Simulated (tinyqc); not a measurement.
UHF in the sto-3g basis, for H2O, spin multiplicity 1, step by step. This run ends on a higher stationary point, not on the lowest solution. One step of it, computed by the program tinyqc.

Question. Iteration 2: building the Fock matrix. J_ij = sum D_kl (ij|kl) with D = D(alpha) + D(beta), K_ij = sum D_kl (ik|jl) for each spin; F = H + J - K(s); E = tr D H + tr D J / 2 - 0.5 sum_s tr D(s) K(s) + E_nn.

D(alpha) after iteration 1, lower triangle:
```
            1O 1s      1O 2s     1O 2px     1O 2py    1O 2pz      2H 1s     3H 1s
1O 1s    1.051198
1O 2s   -0.218142   0.943655
1O 2px   0.000000   0.000000   0.953787
1O 2py   0.000000   0.000000  -0.165057   0.484177
1O 2pz   0.050820  -0.229121   0.000000   0.000000  0.585402
2H 1s   -0.020970   0.026208   0.130801   0.205124  0.218608   0.387660
3H 1s   -0.020970   0.026208  -0.130801  -0.205124  0.218608  -0.045708  0.387660
```

D(beta) after iteration 1, lower triangle:
```
            1O 1s      1O 2s     1O 2px     1O 2py    1O 2pz      2H 1s     3H 1s
1O 1s    1.051198
1O 2s   -0.218142   0.943655
1O 2px   0.000000   0.000000   0.953787
1O 2py   0.000000   0.000000   0.165057   0.484177
1O 2pz   0.050820  -0.229121   0.000000   0.000000  0.585402
2H 1s   -0.020970   0.026208  -0.130801   0.205124  0.218608   0.387660
3H 1s   -0.020970   0.026208   0.130801  -0.205124  0.218608  -0.045708  0.387660
```

core Hamiltonian H = T + V (hartree), lower triangle:
```
             1O 1s      1O 2s     1O 2px     1O 2py     1O 2pz      2H 1s      3H 1s
1O 1s   -32.401668
1O 2s    -7.537237  -9.029543
1O 2px    0.000000   0.000000  -7.201053
1O 2py    0.000000   0.000000   0.000000  -7.270943
1O 2pz   -0.009115  -0.114252   0.000000   0.000000  -7.236542
2H 1s    -0.696389  -1.833836   0.000000  -1.178814  -0.860736  -3.829283
3H 1s    -0.696389  -1.833836   0.000000   1.178814  -0.860736  -0.460122  -3.829283
```

Two-electron integrals (ij|kl) in chemists' order, unique and non-zero (hartree):
```
(11|11) 4.785065    (21|11) 0.741380    (21|21) 0.136873    (22|11) 1.118947
(22|21) 0.256633    (22|22) 0.817206    (31|31) 0.024477    (32|31) 0.037809
(32|32) 0.180518    (33|11) 1.115814    (33|21) 0.256684    (33|22) 0.817023
(33|33) 0.880159    (41|41) 0.024477    (42|41) 0.037809    (42|42) 0.180518
(43|43) 0.047444    (44|11) 1.115814    (44|21) 0.256684    (44|22) 0.817023
(44|33) 0.785270    (44|44) 0.880159    (51|51) 0.024477    (52|51) 0.037809
(52|52) 0.180518    (53|53) 0.047444    (54|54) 0.047444    (55|11) 1.115814
(55|21) 0.256684    (55|22) 0.817023    (55|33) 0.785270    (55|44) 0.785270
(55|55) 0.880159    (61|11) 0.068584    (61|21) 0.012571    (61|22) 0.023475
(61|33) 0.023433    (61|41) 0.000443    (61|42) 0.000843    (61|44) 0.023519
(61|51) 0.000316    (61|52) 0.000600    (61|54) 0.000061    (61|55) 0.023477
(61|61) 0.001168    (62|11) 0.197387    (62|21) 0.045975    (62|22) 0.166121
(62|33) 0.163144    (62|41) 0.002770    (62|42) 0.022883    (62|44) 0.168955
(62|51) 0.001974    (62|52) 0.016307    (62|54) 0.004141    (62|55) 0.166095
(62|61) 0.004311    (62|62) 0.045014    (63|31) 0.004419    (63|32) 0.027121
(63|43) 0.004525    (63|53) 0.003225    (63|63) 0.005863    (64|11) 0.126844
(64|21) 0.029889    (64|22) 0.115424    (64|33) 0.110468    (64|41) 0.005958
(64|42) 0.041756    (64|44) 0.123289    (64|51) 0.001097    (64|52) 0.010428
(64|54) 0.005912    (64|55) 0.112382    (64|61) 0.002900    (64|62) 0.038117
(64|64) 0.037814    (65|11) 0.090388    (65|21) 0.021299    (65|22) 0.082250
(65|33) 0.078718    (65|41) 0.001097    (65|42) 0.010428    (65|44) 0.081405
(65|51) 0.005200    (65|52) 0.034553    (65|54) 0.006440    (65|55) 0.086532
(65|61) 0.002067    (65|62) 0.027162    (65|64) 0.022768    (65|65) 0.022087
(66|11) 0.390047    (66|21) 0.092253    (66|22) 0.384364    (66|33) 0.371138
(66|41) 0.006035    (66|42) 0.071060    (66|44) 0.397201    (66|51) 0.004301
(66|52) 0.050637    (66|54) 0.018573    (66|55) 0.384372    (66|61) 0.008679
(66|62) 0.142548    (66|64) 0.138308    (66|65) 0.098557    (66|66) 0.774606
(71|11) 0.068584    (71|21) 0.012571    (71|22) 0.023475    (71|33) 0.023433
(71|41) -0.000443   (71|42) -0.000843   (71|44) 0.023519    (71|51) 0.000316
(71|52) 0.000600    (71|54) -0.000061   (71|55) 0.023477    (71|61) 0.001151
(71|62) 0.004174    (71|64) 0.002616    (71|65) 0.002005    (71|66) 0.008371
(71|71) 0.001168    (72|11) 0.197387    (72|21) 0.045975    (72|22) 0.166121
(72|33) 0.163144    (72|41) -0.002770   (72|42) -0.022883   (72|44) 0.168955
(72|51) 0.001974    (72|52) 0.016307    (72|54) -0.004141   (72|55) 0.166095
(72|61) 0.004174    (72|62) 0.034235    (72|64) 0.020530    (72|65) 0.020015
(72|66) 0.084885    (72|71) 0.004311    (72|72) 0.045014    (73|31) 0.004419
(73|32) 0.027121    (73|43) -0.004525   (73|53) 0.003225    (73|63) 0.004250
(73|73) 0.005863    (74|11) -0.126844   (74|21) -0.029889   (74|22) -0.115424
(74|33) -0.110468   (74|41) 0.005958    (74|42) 0.041756    (74|44) -0.123289
(74|51) -0.001097   (74|52) -0.010428   (74|54) 0.005912    (74|55) -0.112382
(74|61) -0.002616   (74|62) -0.020530   (74|64) -0.008489   (74|65) -0.011828
(74|66) -0.048918   (74|71) -0.002900   (74|72) -0.038117   (74|74) 0.037814
(75|11) 0.090388    (75|21) 0.021299    (75|22) 0.082250    (75|33) 0.078718
(75|41) -0.001097   (75|42) -0.010428   (75|44) 0.081405    (75|51) 0.005200
(75|52) 0.034553    (75|54) -0.006440   (75|55) 0.086532    (75|61) 0.002005
(75|62) 0.020015    (75|64) 0.011828    (75|65) 0.015776    (75|66) 0.053606
(75|71) 0.002067    (75|72) 0.027162    (75|74) -0.022768   (75|75) 0.022087
(76|11) 0.044883    (76|21) 0.010557    (76|22) 0.041703    (76|33) 0.040761
(76|44) 0.041577    (76|51) 0.000699    (76|52) 0.007034    (76|55) 0.042725
(76|61) 0.000979    (76|62) 0.011251    (76|64) 0.008407    (76|65) 0.007688
(76|66) 0.038446    (76|71) 0.000979    (76|72) 0.011251    (76|74) -0.008407
(76|75) 0.007688    (76|76) 0.003728    (77|11) 0.390047    (77|21) 0.092253
(77|22) 0.384364    (77|33) 0.371138    (77|41) -0.006035   (77|42) -0.071060
(77|44) 0.397201    (77|51) 0.004301    (77|52) 0.050637    (77|54) -0.018573
(77|55) 0.384372    (77|61) 0.008371    (77|62) 0.084885    (77|64) 0.048918
(77|65) 0.053606    (77|66) 0.241020    (77|71) 0.008679    (77|72) 0.142548
(77|74) -0.138308   (77|75) 0.098557    (77|76) 0.038446    (77|77) 0.774606
```

nuclear repulsion = 6.53271692 hartree

Give: Coulomb J; exchange K(alpha); exchange K(beta); F(alpha); F(beta); total energy of this density.

Answer.

Coulomb J (hartree), lower triangle:
```
         1O 1s  1O 2s  1O 2px  1O 2py  1O 2pz  2H 1s  3H 1s
1O 1s   17.033
1O 2s    3.197  7.930
1O 2px   0.000  0.000   7.940
1O 2py   0.000  0.000   0.000   7.918
1O 2pz  -0.012  0.000   0.000   0.000   7.908
2H 1s    0.294  1.614   0.000   1.128   0.809  4.052
3H 1s    0.294  1.614   0.000  -1.128   0.809  0.414  4.052
```

exchange K(alpha) (hartree), lower triangle:
```
        1O 1s   1O 2s  1O 2px  1O 2py  1O 2pz  2H 1s  3H 1s
1O 1s   4.882
1O 2s   0.824   1.247
1O 2px  0.000   0.000   1.083
1O 2py  0.000   0.000  -0.107   0.819
1O 2pz  0.002  -0.096   0.000   0.000   0.863
2H 1s   0.079   0.307   0.024   0.229   0.176  0.472
3H 1s   0.079   0.307  -0.024  -0.229   0.176  0.065  0.472
```

exchange K(beta) (hartree), lower triangle:
```
        1O 1s   1O 2s  1O 2px  1O 2py  1O 2pz  2H 1s  3H 1s
1O 1s   4.882
1O 2s   0.824   1.247
1O 2px  0.000   0.000   1.083
1O 2py  0.000   0.000   0.107   0.819
1O 2pz  0.002  -0.096   0.000   0.000   0.863
2H 1s   0.079   0.307  -0.024   0.229   0.176  0.472
3H 1s   0.079   0.307   0.024  -0.229   0.176  0.065  0.472
```

F(alpha) (hartree), lower triangle:
```
          1O 1s   1O 2s  1O 2px  1O 2py  1O 2pz   2H 1s   3H 1s
1O 1s   -20.251
1O 2s    -5.164  -2.347
1O 2px    0.000   0.000  -0.344
1O 2py    0.000   0.000   0.107  -0.172
1O 2pz   -0.023  -0.017   0.000   0.000  -0.192
2H 1s    -0.482  -0.526  -0.024  -0.280  -0.228  -0.250
3H 1s    -0.482  -0.526   0.024   0.280  -0.228  -0.112  -0.250
```

F(beta) (hartree), lower triangle:
```
          1O 1s   1O 2s  1O 2px  1O 2py  1O 2pz   2H 1s   3H 1s
1O 1s   -20.251
1O 2s    -5.164  -2.347
1O 2px    0.000   0.000  -0.344
1O 2py    0.000   0.000  -0.107  -0.172
1O 2pz   -0.023  -0.017   0.000   0.000  -0.192
2H 1s    -0.482  -0.526   0.024  -0.280  -0.228  -0.250
3H 1s    -0.482  -0.526  -0.024   0.280  -0.228  -0.112  -0.250
```

total energy of this density = -74.55609 hartree

This density is a damped mixture and is not idempotent.
